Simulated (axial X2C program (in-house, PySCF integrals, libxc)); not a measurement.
## Bond lengths and stretching modes, held linear, of BCO⁺

Computed with an in-house all-electron X2C program for linear molecules (integrals from PySCF): two-component X2C with atomic mean-field Coulomb and Gaunt terms, Gaussian nuclei, basis B dyall-v3z, C dyall-v3z, O dyall-av3z with contracted cores. Spin-free rows use the one-electron spin-free X2C Hamiltonian.

Masses B 11.009, C 12.000, O 15.995 u. States: 2c Ω = 2 (beyond evenly filled blocks: ω = 1/2, ω = 3/2); spin-free M_S = 1, Λ = 1 (beyond evenly filled blocks: σα, π+α).

HF, 2c: energies above the lowest point

| r(B–C) (Å) | r(C–O) (Å) | E (meV) |
| --- | --- | --- |
| 1.4606 | 1.0969 | 49.16 |
| 1.4606 | 1.1250 | 115.44 |
| 1.4606 | 1.1531 | 276.33 |
| 1.4980 | 1.0969 | 4.26 |
| 1.4980 | 1.1250 | 77.52 |
| 1.4980 | 1.1531 | 245.88 |
| 1.4980 | 1.1813 | 487.49 |
| 1.5354 | 1.0969 | 0.00 |
| 1.5354 | 1.1250 | 79.92 |
| 1.5354 | 1.1531 | 255.43 |
| 1.5729 | 1.1250 | 114.16 |
| 1.5729 | 1.1813 | 554.03 |

Task: Fit a quadratic surface with cubic terms in each bond: where is the minimum, and what are the two stretching wavenumbers?

Result: At HF, 2c: bonds 1.523 and 1.092 Å; harmonic stretches 915.3 and 2480.2 cm⁻¹; force constants 3.96, 24.8 and coupling 1.11 mdyn/Å.

The other levels and Hamiltonians give:

```tsv
Hamiltonian	level	r(B–C) (Å)	r(C–O) (Å)	lower stretch (cm⁻¹)	upper stretch (cm⁻¹)
2c	PBE0	1.497	1.124	974.3	2267.4
2c	PBE	1.501	1.141	955.9	2149.9
spin-free	PBE0	1.497	1.124	974.6	2266.9
spin-free	HF	1.523	1.092	915.7	2480.3
spin-free	PBE	1.500	1.141	956.2	2149.4
```

Each state is one determinant, the lowest of a limited PBE0 search; the stretches come from a fit to these few points and carry an uncertainty of a few per cent. Other orders of the atoms were not compared. Left out for rough or failed fits: MP2 2c, MP2 spin-free. The molecule was held linear; bending was not examined, so a bent shape may lie lower. Open-shell Ω = 0 determinants with evenly filled partner blocks cannot be reached by this program, so the Ω shown need not be the lowest component. Note: functional without a current term on a determinant with orbital currents, of the molecule or an atom. Note: several unpaired electrons, one determinant need not be a pure state.
